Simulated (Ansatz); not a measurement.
Relative energies of C3H7FO isomers

2 of its isomers, all singlets with charge 0: A = `CCOCF`; B = `CCC(O)F`.

Shapes, held fixed at every level: PBE0-D4/def2-TZVP. Flexible molecules stand in one conformer, not always the lowest. Programs: Ansatz 0.2.0.

A:

```xyz
12

C    -0.9227    1.2658    0.8671
C     0.0962    0.5566    0.0157
O    -0.1621   -0.8399    0.0774
C     0.6236   -1.5921   -0.7412
F     1.9306   -1.6372   -0.2862
H    -0.8548    0.9319    1.9040
H    -1.9342    1.0682    0.5074
H    -0.7494    2.3436    0.8406
H     1.1121    0.7582    0.3711
H     0.0338    0.8865   -1.0311
H     0.6690   -1.1848   -1.7610
H     0.2349   -2.6119   -0.7299
```

B:

```xyz
12

C    -0.9272    1.0033    0.5207
C     0.3074    0.6360   -0.2827
C     0.6970   -0.8080   -0.1160
O    -0.2818   -1.6122   -0.6541
F     1.8964   -1.0352   -0.7799
H    -1.1743    2.0582    0.3899
H    -0.7716    0.8308    1.5895
H    -1.7877    0.4108    0.2066
H     0.1455    0.8083   -1.3508
H     1.1639    1.2437    0.0199
H     0.8956   -1.0610    0.9353
H    -0.0861   -2.5298   -0.4443
```

Electronic energies in kJ/mol, without zero-point or thermal terms.

| level | kind | B − A |
| --- | --- | --- |
| r2SCAN-D4/def2-TZVPP | meta-GGA | -52.9 |
| B3LYP-D4/def2-TZVPP | global hybrid | -47.8 |
| PBE0-D4/def2-TZVPP | global hybrid | -53.7 |
| wB97M-V/def2-TZVPP | range-separated hybrid | -54.5 |
| wB97X-V/def2-TZVPP | range-separated hybrid | -51.3 |
| B2PLYP/def2-TZVPP | double hybrid | -49.6 |
| CCSD/def2-SVP | coupled cluster or CI | -52.9 |
| CCSD(T)/CBS estimate | coupled cluster or CI | -55.6 |

The highest level, CCSD(T)/CBS estimate, puts B lowest of these. All levels agree on that. The B − A difference spans -55.6 to -47.8 kJ/mol over the levels. The CBS estimate extrapolates MP2 from def2-TZVPP and def2-QZVPP and adds CCSD(T) − MP2 in the triple-zeta set, cores frozen.
